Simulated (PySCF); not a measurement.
**Neon: a sound run and one with changed settings**

Sound run: Ne [Ne], Ne⁺ [He] 2s2 2p5. Computed with PySCF 2.14 in cc-pVTZ, with the non-relativistic Hamiltonian (point nucleus). In the sound run the correlated levels freeze 1s2. The sound run starts from symmetry-adapted Hartree-Fock orbitals and uses a fine grid where one is needed.

A second run was set up differently.

```
species   method  sound run (hartree)  changed run (hartree)  converged
     Ne      MP2           -128.79618             -128.72106        yes
     Ne  CCSD(T)           -128.80245             -128.72379        yes
    Ne⁺      MP2           -128.00571             -127.93090        yes
    Ne⁺  CCSD(T)           -128.01972             -127.93754        yes
```

Ionisation energy of Ne:

```
 method  sound run (eV)  changed run (eV)
    UHF          19.673            19.673
    MP2          21.510            21.501
SCS-MP2          21.365            21.400
   CCSD          21.252            21.345
CCSD(T)          21.299            21.395
```

(1) What was changed?
A. all electrons correlated in a valence basis
B. level shift left on
C. a valence shell is frozen
D. too few SCF iterations

## Answers

(1) C. Freezing a valence shell removes pair correlation that changes on ionisation.
